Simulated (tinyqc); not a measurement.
Orbital energy against energy difference: ionisation energy by orbital energies and by energy differences in the 6-31g* basis, for LiH, spin multiplicity 1. Computed by the program tinyqc with PySCF. The cation is unrestricted; errors are against CCSD(T) in this basis, not against experiment.

Geometry (angstrom):
```
atom       x       y       z
Li    0.0000  0.0000  0.0000
H     0.0000  0.0000  1.5340
```

CCSD(T) difference in the same basis = 7.7310 eV

IP-EOM-CCSD = 7.7309 eV

First vertical ionisation energy (eV):
```
method     -e(HOMO)  E(cation) - E  error of -e(HOMO)  error of the difference
HF           8.2603       7.136675             0.5293                  -0.5943
LDA          4.4450       8.334873            -3.2860                   0.6039
PBE          4.4400       8.180612            -3.2911                   0.4496
PBE0         5.5207       8.138049            -2.2103                   0.4070
CAM-B3LYP    6.9378       8.401214            -0.7932                   0.6702
LC-wPBE      8.2486       8.215276             0.5176                   0.4843
```

Estimate the missing row, method = B3LYP.

Computed row:
```
method  -e(HOMO)  E(cation) - E  error of -e(HOMO)  error of the difference
B3LYP     5.3884       8.419597            -2.3426                   0.6886
```

Koopmans errs by +0.53 eV and Delta-HF by -0.59 eV: relaxation, 1.12 eV, lowers the value and the missing correlation difference works against it. The PBE level is off by -3.3 eV through the wrong tail of its potential, though its energy difference is off by +0.45 eV; exact exchange deepens the level, and among the orbital energies LC-wPBE comes closest; among the differences PBE0 does.
